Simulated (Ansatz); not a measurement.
# AlC₂ (doublet): wave-function methods side by side, def2-QZVPP

An exercise on one series of results from a longer session: the logs are not shown, and one member is left open.

Program: Ansatz 0.2.0, Gaussian basis. Level of theory: def2-QZVPP, core rule «outside noble gas», up to 7 orbitals frozen. These are calculated values, not measurements.

Plan: UHF; ROHF; CCSD(T) on UHF.

5 further runs of the same task are left out: 1 that didn't finish, 4 set aside as unsound or not needed. Runs told in other sessions of the task aren't counted.

### What is computed

The geometry is a PBE0/def2-TZVP stationary point (not a proven minimum) of the parent state, kept for this charge and spin.

3 atoms, charge 0, spin multiplicity 2.

Atoms are counted from 1 here; the program's logs count them from 0.

Bond lengths: C1–Al2 1.931 Å, Al2–C3 1.931 Å. Angles: C1–Al2–C3 180.0°.

The first run:

Contents of in.yaml:

```yaml
crystal:
  periodic: [false, false, false]
  atoms:
    - {symbol: C, position_ang: [0.000000, 0.000000, 1.931400]}
    - {symbol: Al, position_ang: [0.000000, 0.000000, 0.000000]}
    - {symbol: C, position_ang: [0.000000, 0.000000, -1.931400]}
basis:
  gaussian: {orbitals: "def2-QZVPP.json"}
magnetization: {spin_polarized: true, initial_magnetization: 1}
hamiltonian: {xc: hf}
output: {orbitals: {seedname: orbitals}}
```

The run is started by

```
$ ansatz run in.yaml --threads 1 --pin off --events-out ev --progress --plain --max-ram 2393MiB
```

Steps of the session up to this table: UHF; ROHF; CCSD(T) on UHF.

One of the session's tables, all rows but one given; the rest of the session is left out.

It belongs to the step «Misses and costs». 

| method | from UCCSD(T) (kcal/mol) |
| --- | --- |
| ROHF | +270.21 |
| UHF | +191.60 |
| UMP2 | ? |
| UCCSD | +11.59 |
| UCCSD(T) | 0 |

**Question.** Estimate the row for UMP2.

The run gave: from UCCSD(T) (kcal/mol): +36.93. In the column «from UCCSD(T) (kcal/mol)» it lies between UCCSD (+11.59) and UHF (+191.60).

Limits of these values: The determinant of HF (⟨S²⟩ 2.90) is far from a pure spin state, so its energy mixes those of several spin states; that is harmless only where they are near-degenerate. The determinant of CCSD(T) (⟨S²⟩ 2.90) is far from a pure spin state, so its energy mixes those of several spin states; high orders of coupled cluster remove much of that, low ones don't.
